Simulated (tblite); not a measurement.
C5H3S (doublet state).
SMILES: `C1(=[C]\[H])/C=CC1=S`

Computed with GFN2-xTB (tblite): harmonic, unscaled wavenumbers at the GFN2-xTB geometry, gas phase. Against measured fundamentals such values can be off by several per cent, at times by over 20. Open shells enter through the occupations alone, without spin polarisation, and single modes of such species can be off by tens of per cent.

Harmonic wavenumbers (cm⁻¹): 131.7, 192.6, 256.9, 391.5, 431.3, 566.1, 609.7, 628.7, 693.6, 792.4, 816.1, 884.4, 998.3, 1033.3, 1191.7, 1346.6, 1511.4, 1809.4, 3133.2, 3153.1, 3255.2.

A = 5487, B = 2645, C = 1794 MHz; mass 94.996 u (most abundant isotopes); point group C1, symmetry number 1; spin multiplicity 2.

**Question.** What is the zero-point energy?

**Answer.** ½Σν̃ = 11914 cm⁻¹ = 142.52 kJ/mol.

**Question.** Entropy at 273.15 K, 1 bar (ideal gas, RRHO, classical rotation)?

**Answer.** Translation 163.83, rotation 111.52, vibration 41.21, spin (R ln 2) 5.76: S = 322.3 J/(mol K).

**Question.** And Cp and H(273.15 K) − H(0)?

**Answer.** Cp = 91.64 J/(mol K), of which vibrations give 58.38 (their classical limit is 21 R = 174.6); H(273.15 K) − H(0) = 16.04 kJ/mol without the zero-point energy, 6.95 from vibrations.

**Question.** Which modes carry the vibrational entropy at 273.15 K?

**Answer.** 131.7 cm⁻¹: 11.52; 192.6 cm⁻¹: 8.54; 256.9 cm⁻¹: 6.41; 391.5 cm⁻¹: 3.63; 431.3 cm⁻¹: 3.08; 566.1 cm⁻¹: 1.76 J/(mol K); the other 15 give 6.27 together.

**Question.** Blend soft modes into free rotors: weight 1/[1 + (100 cm⁻¹/ν̃)⁴] for the oscillator and the rest for a rotor with moment μB/(μ + B), μ = h/(8π²ν), B = 10⁻⁴⁴ kg m². What vibrational entropy results?

**Answer.** 41.01 J/(mol K) in place of 41.21, which changes −T·S at 273.15 K by +0.05 kJ/mol.

**Question.** What must be added to the electronic energy to get the Gibbs energy at 273.15 K and 1 bar?

**Answer.** ZPE + [H(273.15 K) − H(0)] − T·S = 142.52 + 16.04 − 88.04 = 70.52 kJ/mol.

**Question.** How do the functions run with temperature in this model?

**Answer.** 
```
 T (K)  S (J/(mol K))  Cp (J/(mol K))  H − H(0) (kJ/mol)  G − H(0) (kJ/mol)  ln q(vib)
    50          225.8            37.4               1.71              -9.58       0.03
   100          255.3            49.0               3.87             -21.66       0.26
298.15          330.6            97.3              18.40             -80.17       2.18
373.15          354.1           112.4              26.28            -105.85       3.06
   500          389.9           131.9              41.85            -153.09       4.60
   750          448.4           155.8              78.11            -258.16       7.55
  1000          495.3           170.1             118.98            -376.32      10.26
```

q(vib) and H(0) count from the zero-point level.

Hindered rotation and anharmonicity are outside this model. The structure is chiral; the term R ln 2 for an equal mix with its mirror image is left out.
